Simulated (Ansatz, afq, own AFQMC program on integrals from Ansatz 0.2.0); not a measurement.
## CH2N⁺, quintet in cc-pVDZ, levels against CCSDT(Q)

```yaml
atoms:
  - { symbol: N, position_ang: [0.0000, 0.0000, 0.5481] }
  - { symbol: C, position_ang: [0.0000, 0.0000, -0.8171] }
  - { symbol: H, position_ang: [0.0000, 0.8633, 1.0602] }
  - { symbol: H, position_ang: [0.0000, -0.8633, 1.0602] }
```

Connectivity, by distances: NH2–C.

Basis cc-pVDZ. Noble-gas cores (and the filled d shells of Ga–Kr and In–Xe) are frozen. Integrals, coupled cluster, full CI and functionals: Ansatz 0.2.0; the random walks run on the same integrals in our own AFQMC program. ph-AFQMC/CISD is guided by a CISD state made of CCSD amplitudes; releasing the constraint for a short imaginary time cuts its bias at the price of noise, slowly where states lie close. Free AFQMC starts from the CCSD state and is never constrained. Its projection time is finite, and what remains of the start isn't in its error. ± is one standard error of the sampling.

Determinant: UHF, the one that the program's search chose, which needn't be the lowest solution. The geometry is a PBE0/def2-TZVP stationary point of this or a neighbouring charge and spin state.

No full CI on the walks' own integrals is used here; CCSDT(Q) serves as the reference and is uncertain by about the last step of the cluster series.

Cautions: another spin lies lower (by 4.03 eV); the ph-AFQMC/CISD walk drifts between its halves (2.7 errors).

```
T1 diagnostic                               : 0.0096
weight of the determinant in the CISD state : 0.933
⟨S²⟩ of the determinant                     : 6.008
size of the correlated space                : 10 electrons in 36 orbitals
```

Reference: CCSDT(Q), correlation energy -5.468 eV. The released energy is read at 2.40 1/Eh (meV from the phaseless value at times in 1/Eh: -0.6 ± 1.4 at 0.24, -1.7 ± 1.0 at 0.51, -2.3 ± 1.0 at 0.99, -2.1 ± 1.1 at 1.62, -3.8 ± 1.4 at 2.40).

| level | E − E(reference) (kJ/mol) | share of correlation (%) |
| --- | --- | --- |
| HF | 527.6 | 0.00 |
| MP2 | 80.6 | 84.72 |
| CCSD | 11.1 | 97.89 |
| CCSD(T) | 1.9 | 99.64 |
| CCSDT | 0.5 | 99.90 |
| ph-AFQMC/HF | -2.2 ± 1.9 | 100.41 |
| ph-AFQMC/CISD | 0.2 ± 0.2 | 99.97 |
| released AFQMC | -0.2 ± 0.1 | 100.04 |
| free AFQMC | -0.2 ± 0.1 | 100.03 |

Free projections are given only where their last times agree within the noise and don't stop above the reference; a slow remainder of the start can still hide under it. A walk keeps the symmetry of its determinant, which the program's search chose and which needn't be the lowest solution, so a lower state of the same spin and another symmetry isn't excluded. Released energies are given only where the last usable release times agree within the noise; a slower fall can still hide under it.
